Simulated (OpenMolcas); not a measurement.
# OH (SMILES [OH]), step by step

We compute a series of 9 runs (ROHF/pcseg-0, CASSCF(7,5)/pcseg-0, CASPT2(7,5)/pcseg-0, CASPT2[IPEA 0](7,5)/pcseg-0, SC-NEVPT2(7,5)/pcseg-0, PC-NEVPT2(7,5)/pcseg-0, MC-PDFT[tPBE](7,5)/pcseg-0, MRCI(7,5)/pcseg-0, and more) of OH. 

The calculation is run with OpenMolcas 26.06.

## Step 1: The system as given

OH: 2 atoms, total charge 0, spin state doublet. As SMILES, `[OH]`. The O1–H2 distance was set to 1.927 Å, away from the relaxed value.

## Step 2: The energy at ROHF/pcseg-0 (run 1)

Contents of coord.xyz:

```xyz
2

O      1.235306    -0.395489     0.637288
H     -0.411770     0.131830    -0.212430
```

Contents of step1.inp:

```
* HO Hartree-Fock

&gateway
 baslib=$CurrDir
 coord=coord.xyz
 basis=pcseg-0
 group=NoSym

&seward

&scf
 uhf
 spin=2
 prorbitals=1 1

&rasscf
 fileorb=$Project.UnaOrb
 spin=2
 nactel=1 0 0
 inactive=4
 ras2=1
 outorbitals=Canonical
 orblisting=Nothing
```

The basis set pcseg-0 is read from a file made from the Basis Set Exchange's data (not shown).

Started as:

```
$ export MOLCAS_MEM=1860
$ pymolcas step1.inp > step1.log
```

The program printed (excerpt; [...] marks lines left out):

```text
--- Start Module: gateway ---
[...]
--- Stop Module: gateway /rc=_RC_ALL_IS_WELL_ ---
[...]
      Basis functions           11
[...]
--- Start Module: scf ---
[...]
       Convergence after  15 Iterations
[...]
::    Total SCF energy                                -75.0820619878
[...]
      Total spin, S                                     0.8742283064
[...]
--- Stop Module: scf /rc=_RC_ALL_IS_WELL_ ---
[...]
--- Start Module: rasscf ---
[...]
      Number of active orbitals                  1
[...]
      Spin quantum number                      0.5
[...]
      Active orbitals                            1
[...]
      Number of CSFs                             1
[...]
      Number of root(s) required                 1
[...]
      Convergence after  9 iterations
[...]
      printout of CI-coefficients larger than  0.05 for root  1
      energy=     -74.977928
      conf/sym  1     Coeff  Weight
             1  u   1.00000 1.00000
      Natural orbitals and occupation numbers for root  1
      sym 1:   1.000000
      ************************************************************************************************************************
      *                                                    Final results                                                     *
[...]
::    RASSCF root number  1 Total energy:    -74.97792818
[...]
      Total electronic charge=    9.000000
      Total            charge=   -0.000000
[...]
      Dipole Moment (debye):
      Origin of the operator (angstrom)=    1.1377   -0.3642    0.5869
                   X= -1.4816E+00               Y=  4.7435E-01               Z= -7.6437E-01           Total=  1.7333E+00
      Quadrupole Moment (debye*angstrom):
[...]
--- Stop Module: rasscf /rc=_RC_ALL_IS_WELL_ ---
[...]
```

Run time: 5.4 s. Hardware: 1 thread of Intel Xeon Platinum 8259CL at 2.50GHz (Skylake/Cascade Lake), shared host; peak memory 0.37 GiB.

## Step 3: A single-point energy at CASSCF(7,5)/pcseg-0 (run 2)

coord.xyz is that of step 2.

Contents of step2.input:

```
* HO CASSCF
&GATEWAY
BASLIB
$CurrDir
COORD
coord.xyz
BASIS
pcseg-0
GROUP
NoSym
&SEWARD
&RASSCF
FILEORB
$CurrDir/step1.RasOrb
SPIN
2
NACTEL
7 0 0
INACTIVE
1
RAS2
5
ORBLISTING
Nothing
ORBAPPEAR
Compact
```

The basis set pcseg-0 is read from a file made from the Basis Set Exchange's data (not shown).

Started as:

```
$ export MOLCAS_MEM=1860
$ pymolcas step2.input > step2.log
```

The program printed (excerpt; [...] marks lines left out):

```text
--- Start Module: gateway ---
[...]
--- Stop Module: gateway /rc=_RC_ALL_IS_WELL_ ---
--- Start Module: seward ---
[...]
      Basis functions           11
--- Stop Module: seward /rc=_RC_ALL_IS_WELL_ ---
[...]
--- Start Module: rasscf ---
[...]
      Number of active orbitals                  5
[...]
      Spin quantum number                      0.5
[...]
      Active orbitals                            5
[...]
      Number of CSFs                            40
[...]
      Number of root(s) required                 1
[...]
      Convergence after  7 iterations
[...]
      printout of CI-coefficients larger than  0.05 for root  1
      energy=     -75.093600
      conf/sym  11111     Coeff  Weight
             1  222u0  -0.84667 0.71684
             4  22udu  -0.27033 0.07308
             5  22uud  -0.15603 0.02435
            16  220u2  -0.43057 0.18539
      Natural orbitals and occupation numbers for root  1
      sym 1:   1.999567   1.999803   1.531763   1.000000   0.468867
      ************************************************************************************************************************
      *                                                    Final results                                                     *
[...]
::    RASSCF root number  1 Total energy:    -75.09359992
[...]
      Total electronic charge=    9.000000
      Total            charge=   -0.000000
[...]
      Dipole Moment (debye):
      Origin of the operator (angstrom)=    1.1377   -0.3642    0.5869
                   X= -3.0334E-01               Y=  9.7117E-02               Z= -1.5649E-01           Total=  3.5488E-01
      Quadrupole Moment (debye*angstrom):
[...]
--- Stop Module: rasscf /rc=_RC_ALL_IS_WELL_ ---
[...]
```

Run time: 2.4 s. Hardware: 1 thread of Intel Xeon Platinum 8259CL at 2.50GHz (Skylake/Cascade Lake), shared host; peak memory 0.37 GiB.

Runs 3 to 7 aren't shown in full; the table further down has their settings and results.

## Step 4: The energy at MRCI(7,5)/pcseg-0 (run 8)

coord.xyz is that of step 3.

Contents of step8.input:

```
&GATEWAY
BasLib = $CurrDir
Coord = coord.xyz
Basis = pcseg-0
Group = NoSym
&SEWARD
&RASSCF
FileOrb = $CurrDir/step2.RasOrb
Spin = 2
Nactel = 7 0 0
Inactive = 1
Ras2 = 5
OrbListing = Nothing
OrbAppear = Compact
&MOTRA
LumOrb
Frozen = 1
&GUGA
Electrons = 7
Spin = 2
Inactive = 0
Active = 5
CIAll = 1
&MRCI
SDCI
```

The basis set pcseg-0 is read from a file made from the Basis Set Exchange's data (not shown).

Started as:

```
$ export MOLCAS_MEM=1860
$ pymolcas step8.input > step8.log
```

The program printed (excerpt; [...] marks lines left out):

```text
--- Start Module: gateway ---
[...]
--- Stop Module: gateway /rc=_RC_ALL_IS_WELL_ ---
[...]
      Basis functions           11
[...]
      Number of active orbitals                  5
[...]
      Spin quantum number                      0.5
[...]
      Active orbitals                            5
[...]
      Number of CSFs                            40
[...]
      Number of root(s) required                 1
[...]
      Convergence after  4 iterations
[...]
      printout of CI-coefficients larger than  0.05 for root  1
      energy=     -75.093600
      conf/sym  11111     Coeff  Weight
             1  222u0  -0.84667 0.71684
             4  22udu  -0.27033 0.07308
             5  22uud  -0.15603 0.02435
            16  220u2  -0.43057 0.18539
      Natural orbitals and occupation numbers for root  1
      sym 1:   1.999567   1.999803   1.531763   1.000000   0.468867
      ************************************************************************************************************************
      *                                                    Final results                                                     *
[...]
::    RASSCF root number  1 Total energy:    -75.09359992
[...]
      Dipole Moment (debye):
      Origin of the operator (angstrom)=    1.1377   -0.3642    0.5869
                   X= -3.0334E-01               Y=  9.7117E-02               Z= -1.5649E-01           Total=  3.5488E-01
      Quadrupole Moment (debye*angstrom):
[...]
      *** WARNING: Default frozen orbitals is overwritten by user input.
      *** Default values:   1
[...]
--- Start Module: guga ---
[...]
--- Stop Module: guga /rc=_RC_ALL_IS_WELL_ ---
--- Start Module: mrci ---
[...]
       (But an ACPF correction will be computed)
       USE THE DEFAULT ACPF G-VALUE GFAC=  0.28571428571428570
[...]
                      CI ENERGY:   -75.15837310
[...]
                ACPF CORRECTION:    -0.00080564
[...]
      Total electronic charge=    9.000000
      Total            charge=   -0.000000
[...]
     ACPF CORRECTION:     -0.00080564
[...]
  CI State   1     Total energy:    -75.15837310     QDav:     -0.00113354     QACPF:     -0.00080564
[...]
--- Stop Module: mrci /rc=_RC_ALL_IS_WELL_ ---
[...]
```

Run time: 3.6 s. Hardware: 1 thread of Intel Xeon Platinum 8259CL at 2.50GHz (Skylake/Cascade Lake), shared host; peak memory 0.37 GiB.

## Step 5: The energy at MRACPF(7,5)/pcseg-0 (run 9)

coord.xyz is that of step 4.

Contents of step9.input:

```
>>> EXPORT MOLCAS_PRINT=2

&gateway
  baslib
  $CurrDir
  coord
  coord.xyz
  basis
  pcseg-0
  group
  NoSym

&seward

&rasscf
  fileorb
  $CurrDir/step2.RasOrb
  spin
  2
  nactel
  7 0 0
  inactive
  1
  ras2
  5
  orblisting
  Nothing
  orbappear
  Compact

&motra
  lumorb
  frozen
  1

&guga
  electrons
  7
  spin
  2
  inactive
  0
  active
  5
  ciall
  1

&mrci
  acpf
```

The basis set pcseg-0 is read from a file made from the Basis Set Exchange's data (not shown).

Started as:

```
$ export MOLCAS_MEM=1860
$ pymolcas step9.input > step9.log
```

The program printed (excerpt; [...] marks lines left out):

```text
--- Start Module: gateway ---
[...]
--- Stop Module: gateway /rc=_RC_ALL_IS_WELL_ ---
[...]
      Basis functions           11
[...]
      Number of active orbitals                  5
[...]
      Spin quantum number                      0.5
[...]
      Active orbitals                            5
[...]
      Number of CSFs                            40
[...]
      Number of root(s) required                 1
[...]
      Convergence after  4 iterations
[...]
      printout of CI-coefficients larger than  0.05 for root  1
      energy=     -75.093600
      conf/sym  11111     Coeff  Weight
             1  222u0  -0.84667 0.71684
             4  22udu  -0.27033 0.07308
             5  22uud  -0.15603 0.02435
            16  220u2  -0.43057 0.18539
      Natural orbitals and occupation numbers for root  1
      sym 1:   1.999567   1.999803   1.531763   1.000000   0.468867
      ************************************************************************************************************************
      *                                                    Final results                                                     *
[...]
::    RASSCF root number  1 Total energy:    -75.09359992
[...]
      Dipole Moment (debye):
      Origin of the operator (angstrom)=    1.1377   -0.3642    0.5869
                   X= -3.0334E-01               Y=  9.7117E-02               Z= -1.5649E-01           Total=  3.5488E-01
      Quadrupole Moment (debye*angstrom):
[...]
      *** WARNING: Default frozen orbitals is overwritten by user input.
      *** Default values:   1
[...]
--- Start Module: guga ---
[...]
--- Stop Module: guga /rc=_RC_ALL_IS_WELL_ ---
--- Start Module: mrci ---
[...]
       USE THE DEFAULT ACPF G-VALUE GFAC=  0.28571428571428570
[...]
    MR ACPF CALCULATION.
[...]
            REFERENCE CI ENERGY:   -75.09359992
[...]
        ACPF CORRELATION ENERGY:    -0.06559009
                    ACPF ENERGY:   -75.15919002
[...]
      Total electronic charge=    9.000000
      Total            charge=   -0.000000
[...]
  ACPF State   1     Total energy:    -75.15919002
[...]
--- Stop Module: mrci /rc=_RC_ALL_IS_WELL_ ---
[...]
```

It took 3.9 s on 1 thread of Intel Xeon Platinum 8259CL at 2.50GHz (Skylake/Cascade Lake), shared host; peak memory 0.37 GiB.

## Step 6: All runs side by side

```
run                        level   active rule  inactive  energy (Eh)  dipole moment (D) of the reference  wall time
  1                 ROHF/pcseg-0             –         –   -74.977928                                1.73      5.4 s
  2          CASSCF(7,5)/pcseg-0  full valence         1   -75.093600                                0.35      2.4 s
  3          CASPT2(7,5)/pcseg-0  full valence         1   -75.153295                                0.35      3.3 s
  4  CASPT2[IPEA 0](7,5)/pcseg-0  full valence         1   -75.154644                                0.35      4.5 s
  5       SC-NEVPT2(7,5)/pcseg-0  full valence         1   -75.144111                                0.35      3.6 s
  6       PC-NEVPT2(7,5)/pcseg-0  full valence         1   -75.144515                                0.35      3.9 s
  7   MC-PDFT[tPBE](7,5)/pcseg-0  full valence         1   -75.296654                                0.35      3.6 s
  8            MRCI(7,5)/pcseg-0  full valence         1   -75.158373                                0.35      3.6 s
  9          MRACPF(7,5)/pcseg-0  full valence         1   -75.159190                                0.35      3.9 s
```

## Step 7: What came out

| quantity | value |
| --- | --- |
| run 9, MRACPF(7,5)/pcseg-0: total energy | -75.15919 Eh |
| run 9, MRACPF(7,5)/pcseg-0: dipole moment (CASSCF density) | 0.35 D |

In words: Below the ROHF energy at the same shape and in the same basis (pcseg-0): CASSCF(7,5) -115.7 mEh; CASPT2(7,5) -175.4 mEh; CASPT2[IPEA 0](7,5) -176.7 mEh; SC-NEVPT2(7,5) -166.2 mEh; PC-NEVPT2(7,5) -166.6 mEh; MRCI(7,5) -180.4 mEh. Active-space methods hold only the correlation inside their space unless a perturbation or CI step follows. All runs together took 34 s, the longest 5.4 s.
